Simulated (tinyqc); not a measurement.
Worked calculation: extended Hueckel theory, for BH3. Computed by tinyqc, a small Python program that keeps every step (integrals from PySCF). Settings: charge = 0, K = 1.5, weighted = 1, multiplicity = 1. Command: `OMP_NUM_THREADS=1 python tinyqc.py 20068 20069 out.jsonl` (the two numbers bound the seeds that draw the settings). One thread of a shared host (Intel(R) Xeon(R) Processor @ 2.60GHz), about 0.01 s of CPU time with the checks.

## Overlaps

Geometry (angstrom):
```
atom          x          y         z
B      0.000000   0.000000  0.030000
H      1.153000   0.000000  0.000000
H     -0.577000   0.999000  0.000000
H     -0.577000  -0.999000  0.000000
```

Parameters chosen for this run:
```
element  shell  Slater exponent   H_ii (eV)
H           1s         1.300000  -13.600000
B           2s         1.300000  -15.200000
B           2p         1.300000   -8.500000
```

Slater orbitals, each expanded in six Gaussians scaled to its exponent.

overlap S, order 1B 2s, 1B 2px, 1B 2py, 1B 2pz, 2H 1s, 3H 1s, 4H 1s:
```
[[1.000000, 0.000000, 0.000000, 0.000000, 0.505697, 0.505389, 0.505389],
 [0.000000, 1.000000, 0.000000, 0.000000, 0.542180, -0.271081, -0.271081],
 [0.000000, 0.000000, 1.000000, 0.000000, 0.000000, 0.469341, -0.469341],
 [0.000000, 0.000000, 0.000000, 1.000000, -0.014107, -0.014094, -0.014094],
 [0.505697, 0.542180, 0.000000, -0.014107, 1.000000, 0.102967, 0.102967],
 [0.505389, -0.271081, 0.469341, -0.014094, 0.102967, 1.000000, 0.102919],
 [0.505389, -0.271081, -0.469341, -0.014094, 0.102967, 0.102919, 1.000000]]
```

## Wolfsberg-Helmholz matrix

diagonal H_ii (eV): [-15.200000, -8.500000, -8.500000, -8.500000, -13.600000, -13.600000, -13.600000]

K = 1.500000

H_ij = K' S_ij (H_ii + H_jj)/2 for i != j (the diagonal keeps H_ii), with K' = K + D^2 + D^4 (1 - K), D = (H_ii - H_jj)/(H_ii + H_jj), K = 1.5.

H (eV), order 1B 2s, 1B 2px, 1B 2py, 1B 2pz, 2H 1s, 3H 1s, 4H 1s:
```
[[-15.200000, 0.000000, 0.000000, 0.000000, -10.945486, -10.938820, -10.938820],
 [0.000000, -8.500000, 0.000000, 0.000000, -9.297187, 4.648436, 4.648436],
 [0.000000, 0.000000, -8.500000, 0.000000, 0.000000, -8.048159, 8.048159],
 [0.000000, 0.000000, 0.000000, -8.500000, 0.241904, 0.241686, 0.241686],
 [-10.945486, -9.297187, 0.000000, 0.241904, -13.600000, -2.100533, -2.100533],
 [-10.938820, 4.648436, -8.048159, 0.241686, -2.100533, -13.600000, -2.099546],
 [-10.938820, 4.648436, 8.048159, 0.241686, -2.100533, -2.099546, -13.600000]]
```

## Orbitals

valence electrons = 6

Solve H C = S C e through S^(-1/2); fill by pairs from the bottom, a degenerate level sharing its electrons equally; each orbital has its largest coefficient positive (the first on a tie).

orbital energies (eV): [-17.941207, -13.832489, -13.832284, -8.503646, 5.034574, 5.058111, 11.284769]

occupations: [2.000000, 2.000000, 2.000000, 0.000000, 0.000000, 0.000000, 0.000000]

coefficients, order 1B 2s, 1B 2px, 1B 2py, 1B 2pz, 2H 1s, 3H 1s, 4H 1s:
```
[[0.546981, 0.000019, 0.000000, 0.029657, 0.000000, -0.003053, 1.564324],
 [-0.000007, 0.324784, 0.000000, -0.000001, 0.000000, 1.364282, 0.003289],
 [0.000000, 0.000000, 0.324726, 0.000000, 1.363671, 0.000000, 0.000000],
 [0.000949, -0.000002, 0.000000, 0.999407, 0.000000, 0.000099, -0.050430],
 [0.267092, 0.642218, 0.000000, -0.009966, 0.000000, -1.022513, -0.832469],
 [0.266948, -0.321308, 0.556368, -0.009966, -0.886396, 0.513860, -0.828276],
 [0.266948, -0.321308, -0.556368, -0.009966, 0.886396, 0.513860, -0.828276]]
```

sum of one-electron energies = -91.211960 eV

Within a degenerate level the vectors are fixed only up to a rotation; this is one choice.

## Mulliken analysis

P = C n C^T; charge = valence electrons (H 1, B 3) minus the sum of (P S)_ii on the atom; overlap population = 2 sum P_ij S_ij between two atoms.

charges: [0.858332, -0.285880, -0.286226, -0.286226]

Overlap populations:
```
pair      value
2-1    0.747879
3-1    0.747487
3-2   -0.055623
4-1    0.747487
4-2   -0.055623
4-3   -0.055595
```
